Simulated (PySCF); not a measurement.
One of the candidates below gave these computed data.

All candidates are C5H9N.

- Polarisability: 67.4 au [CAM-B3LYP/def2-SVPD]
- Dipole: 0.49 D [CAM-B3LYP/def2-SVPD]
- Rotational structure: rotational constants A, B, C: 4.208, 3.234, 1.986 GHz [GFN2-xTB]
- UV, first state: lowest singlet excitation: 6.29 eV (197 nm, f = 0.008) [TDDFT CAM-B3LYP/def2-SVPD]
- Triplet: lowest triplet excitation (Tamm–Dancoff): 5.47 eV [TDA CAM-B3LYP/def2-SVPD]
- UV, strongest line: among the 8 lowest singlet transitions: S7 at 7.36 eV (168 nm, f = 0.055) [TDDFT CAM-B3LYP/def2-SVPD]

The electronic properties come from PySCF, for the isolated species, density fitting. Levels stand in brackets. One conformer (not necessarily the lowest) at the GFN2-xTB geometry, without solvent, vibrations or thermal averaging.

Task: Which candidate is it?
A. `C#CC[C@H](C)N`
B. `N=C1CCCC1`
C. `C#C[C@H](C)NC`
D. `[H]/N=C/C/C=C/C`

Result: C. It is `C#C[C@H](C)NC`. Numbering: `[CH:1]#[C:2][C@H:3]([CH3:4])[NH:5][CH3:6]`. Its formula, C5H9N, gives 2 degrees of unsaturation: 0 rings and 2 π bonds in the structure found. The optimised geometry has point group C1 and is an asymmetric top.

The others, at the same levels:
- `N=C1CCCC1` fails: its computed lowest singlet excitation is 5.18 eV (239 nm, f = 0.002) (against 6.29 eV), lowest triplet excitation (Tamm–Dancoff) is 4.49 eV (against 5.47 eV) and strongest line among the 8 lowest singlet transitions is S4 at 7.76 eV (160 nm, f = 0.205) (against S7 at 7.36 eV).
- `C#CC[C@H](C)N` fails: its computed lowest singlet excitation is 6.56 eV (189 nm, f = 0.011) (against 6.29 eV), strongest line among the 8 lowest singlet transitions is S6 at 7.59 eV (163 nm, f = 0.035) (against S7 at 7.36 eV) and rotational constant A is 7.802 GHz (against 4.208 GHz).
- `[H]/N=C/C/C=C/C` fails: its computed lowest singlet excitation is 5.22 eV (237 nm, f = 0.007) (against 6.29 eV), lowest triplet excitation (Tamm–Dancoff) is 4.34 eV (against 5.47 eV) and strongest line among the 8 lowest singlet transitions is S6 at 7.74 eV (160 nm, f = 0.285) (against S7 at 7.36 eV).

Each candidate is one conformer, not necessarily the lowest. Dipoles, sizes and rotational constants follow the conformer. The torsions of the flexible species, by atom-mapped SMILES:
- `[CH:1]#[C:2][C@H:3]([CH3:4])[NH:5][CH3:6]`: C2–C3–N5–C6 -64°
- `[CH:1]#[C:2][CH2:3][C@H:4]([CH3:5])[NH2:6]`: C2–C3–C4–C5 -172°, H–N6–C4–C3 -57°, H–N6–C4–C3 -177°
- `[H]/[N:6]=[CH:5]/[CH2:4]/[CH:3]=[CH:2]/[CH3:1]`: C2–C3–C4–C5 111°, C3–C4–C5–N6 118°

The conformers of `N=C1CCCC1` aren't listed.
